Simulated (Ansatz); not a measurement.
## Where CCSD(T) holds and where it slips

Each species is computed at the geometry given (Å), with frozen cores, in Ansatz 0.2.0: RHF-CCSD(T) for singlets, UHF-CCSD(T) otherwise, and full CI in the same basis. The program picks the determinant by trial CCSD, so it needn't be the lowest Hartree–Fock solution. States: [H···H···Cl] Σ⁺ or Δ, HF Σ⁺ or Δ, PH3 A'. Cases whose determinant has another symmetry than full CI's state, or whose (Q) step broke down, weren't drawn.

**Question.** Judging by size, spin and bonding and the diagnostics given, rank them by the size of CCSD(T)'s error in total energy against full CI in the same basis, smallest first (an estimate).
A. [H···H···Cl], doublet, cc-pVDZ: H 0.000 0.000 -1.252; H 0.000 0.000 -0.174; Cl 0.000 0.000 1.426. T1 0.019, (T) -79 meV in a correlation energy of -4.79 eV
B. PH$_{3}$, singlet, 6-31G: P 0.000 0.000 0.067; H 0.000 1.201 -0.681; H 1.040 -0.600 -0.681; H -1.040 -0.600 -0.681. T1 0.006, (T) -21 meV in a correlation energy of -2.32 eV
C. HF, singlet, 6-31G*: F 0.000 0.000 0.000; H 0.000 0.000 0.934. T1 0.006, (T) -47 meV in a correlation energy of -5.06 eV

**Answer.** B (7.2 meV), C (12.8 meV), A (21.1 meV).

```csv
species,basis,correlated electrons,CCSD(T) − full CI (meV),CCSDT(Q) − full CI (meV),unpaired electrons (full CI),T1,⟨S²⟩ of the determinant
"PH3, singlet",6-31G,8,7.2,0.3,0.03,0.006,0.00
"HF, singlet",6-31G*,8,12.8,-0.3,0.01,0.006,0.00
"[H···H···Cl], doublet",cc-pVDZ,9,21.1,0.7,1.04,0.019,0.82
```

Unpaired electrons are Σ n²(2−n)² over natural occupations; an open shell counts its own unpaired electrons too. Frozen cores follow each run's orbitals, which moves totals by a few meV.
